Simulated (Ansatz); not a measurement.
**SiH2 (triplet): from Hartree-Fock to the top rungs at distance Si1–H2 = 1.817 Å, cc-pVDZ**

Aim: climb from Hartree-Fock through coupled cluster and multireference methods for SiH2 (triplet) at one geometry and basis, and see what each rung misses.

Method: cc-pVDZ, core rule «outside noble gas», up to 5 orbitals frozen; program: Ansatz 0.2.0, Gaussian basis.

Plan: UHF; CCSD(T) on ROHF; CCSD(T) on UHF; BCCD(T) on ROHF; CISD; CCSDT(Q) on ROHF; CCSDT(Q) on UHF; CASSCF and MRCISD+Q, 4 electrons in 4 orbitals; CASSCF and NEVPT2, 4 electrons in 4 orbitals; CASSCF and MRCISD+Q, 6 electrons in 6 orbitals; CASSCF and NEVPT2, 6 electrons in 6 orbitals; Full CI.

17 further runs of the same task are left out: 14 that didn't finish, 3 set aside as unsound or not needed.

## Step 1: The geometry

The geometry derives from a PBE0/def2-TZVP stationary point (not a proven minimum). One bond is set to the value named and the two fragments are kept rigid.

3 atoms, charge 0, spin multiplicity 3.

Atoms are counted from 1 here; the program's logs count them from 0.

Bond lengths: Si1–H3 1.486 Å.

## Step 2: UHF

in.yaml

```yaml
crystal:
  periodic: [false, false, false]
  atoms:
    - {symbol: Si, position_ang: [0.000000, -0.056390, 0.009534]}
    - {symbol: H, position_ang: [0.000000, 0.870009, -1.553563]}
    - {symbol: H, position_ang: [0.000000, 0.701262, 1.287908]}
basis:
  gaussian: {orbitals: cc-pVDZ}
magnetization: {spin_polarized: true, initial_magnetization: 2}
hamiltonian: {xc: hf}
output: {orbitals: {seedname: orbitals}}
```

Started as:

```sh
ansatz run in.yaml --threads 1 --pin off --events-out ev --progress --plain --max-ram 2393MiB
```

After this run come: CCSD(T) on ROHF; CCSD(T) on UHF; BCCD(T) on ROHF; CISD; CCSDT(Q) on ROHF; CCSDT(Q) on UHF; CASSCF and MRCISD+Q, 4 electrons in 4 orbitals; CASSCF and NEVPT2, 4 electrons in 4 orbitals; CASSCF and MRCISD+Q, 6 electrons in 6 orbitals; CASSCF and NEVPT2, 6 electrons in 6 orbitals; Full CI.

Before running them: what should the planned runs give, taken together? Wanted: FCI below the RHF energy; RMP2 from FCI; UMP2 from FCI; RCCSD from FCI; RCCSD(T) from FCI; UCCSD(T) from FCI; RCCSDT(Q) from FCI; UCCSDT(Q) from FCI; NEVPT2 pair from FCI.

The runs gave:

| quantity | value |
| --- | --- |
| FCI below the RHF energy | -2.8077 eV |
| RMP2 from FCI | +17.27 kcal/mol |
| UMP2 from FCI | +17.28 kcal/mol |
| RCCSD from FCI | +2.03 kcal/mol |
| RCCSD(T) from FCI | +0.55 kcal/mol |
| UCCSD(T) from FCI | +0.55 kcal/mol |
| RCCSDT(Q) from FCI | +0.01 kcal/mol |
| UCCSDT(Q) from FCI | 0.00 kcal/mol |
| NEVPT2 pair from FCI | +14.62 kcal/mol |
| MRCISD+Q pair from FCI | -0.17 kcal/mol |
| NEVPT2 valence from FCI | +12.75 kcal/mol |
| levels within 1 kcal/mol (43 meV) | RCCSD(T), UCCSD(T), BCCD(T), RCCSDT, UCCSDT, RCCSDT(Q), UCCSDT(Q), MRCISD+Q pair, MRCISD+Q valence |
| T1 diagnostic | 0.023 |
| effectively unpaired electrons | 2.04 |

What this shows: RCCSD(T) misses by +0.55 kcal/mol, 0.9 % of the correlation energy. MRCISD+Q pair falls below full CI: the +Q correction isn't variational, and the cores differ from full CI's. One determinant dominates. Of the multireference levels listed MRCISD+Q pair comes nearest in total energy (-0.17 kcal/mol), which doesn't show that its space is the better one. These misses are within one basis, not against nature; the frozen cores of restricted and unrestricted runs differ, which can shift their rows.
